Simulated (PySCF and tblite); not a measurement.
The numbers below are computed, except where a source is named.
System: n-vinylformamide, C3H5NO, numbered as in [CH2:1]=[CH:2][NH:3][CH:4]=[O:5].

Motion: rotation about the C2–N3 bond (torsion C1–C2–N3–C4 from 180° to 360°, rising). GFN2-xTB gives an electronic barrier of 8.3 kcal/mol and a reaction energy of 2.8 kcal/mol.

Problem. What does PBE0/pcSseg-2 + D3(BJ) give on B3LYP-D3(BJ)/def2-SVP geometries?

Solution. A barrier of 8.2 kcal/mol, 0.1 below the tight-binding barrier (from unrounded values), a reaction energy of 2.0 kcal/mol and, with GFN2-xTB thermal terms, ΔG‡(298 K) = 7.6 kcal/mol and k = 3.2×10⁷ s⁻¹ (2 equivalent paths).

Problem. And the level of the geometries itself, B3LYP-D3(BJ)/def2-SVP?

Solution. 9.0 kcal/mol.

Programs: tblite and PySCF.
